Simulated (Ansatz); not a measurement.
Reaction (SMILES): S (H2S) → [SH] (SH) + H atom
B3LYP-D3(BJ)/def2-TZVP geometries, fixed; electronic energies without zero-point terms.

How fast the bond dissociation energy converges with the basis for several methods (Ansatz, a first-principles code): deviation from each method's own reference, in kcal/mol. References: B2PLYP 94.42 kcal/mol, the value in aug-cc-pV(5+d)Z; CCSD(T) 96.11 kcal/mol, Hartree-Fock in aug-cc-pV(Q+d)Z plus the correlation part extrapolated as X^-3 from aug-cc-pV(T+d)Z and aug-cc-pV(Q+d)Z; HF 68.61 kcal/mol, the value in pcseg-4; MP2 95.82 kcal/mol, Hartree-Fock in aug-cc-pV(Q+d)Z plus the correlation part extrapolated as X^-3 from aug-cc-pV(T+d)Z and aug-cc-pV(Q+d)Z; PBE 94.17 kcal/mol, the value in aug-cc-pV(5+d)Z; PBE0 93.27 kcal/mol, the value in aug-cc-pV(5+d)Z. Cartesian d functions, on some or all atoms, in 6-31G**, 6-311G**; all else is spherical. In correlated methods cores are frozen. Open shells are unrestricted. No added dispersion term, no relativity. 

```
basis            functions  B2PLYP  CCSD(T)      HF     MP2     PBE    PBE0
---------------  ---------  ------  -------  ------  ------  ------  ------
STO-3G                  11   11.62     1.43   15.83   -2.27   19.58   17.85
3-21G                   17  -15.32   -24.29  -12.37  -26.85   -8.73  -10.04
6-31G                   17  -16.36   -24.94  -13.02  -27.54  -10.08  -11.15
def2-SVP                28   -3.46    -6.63   -0.99   -7.96   -1.35   -1.39
6-31G**                 29   -3.32    -7.41   -0.77   -8.63   -0.72   -0.92
6-311G**                39   -2.88    -5.58   -0.61   -6.89   -1.22   -1.20
aug-pcseg-1             45   -3.24    -6.39   -0.66   -7.17   -1.53   -1.32
jun-cc-pV(T+d)Z         76   -0.66    -2.18   -0.12   -2.49    0.06    0.00
cc-pV(Q+d)Z            124   -0.24    -0.89   -0.09   -1.08   -0.02   -0.03
pcseg-3                130   -0.15    -0.76    0.06   -1.01    0.02    0.03
def2-QZVPPD            145   -0.21    -0.81   -0.08   -0.99   -0.03   -0.03
pcseg-4                227   -0.03    -0.41    0.00   -0.49    0.00    0.00
```

Mean absolute deviation over 6-311G**, jun-cc-pV(T+d)Z: HF 0.36, PBE0 0.60, PBE 0.64, B2PLYP 1.77, CCSD(T) 3.88, MP2 4.69 kcal/mol.
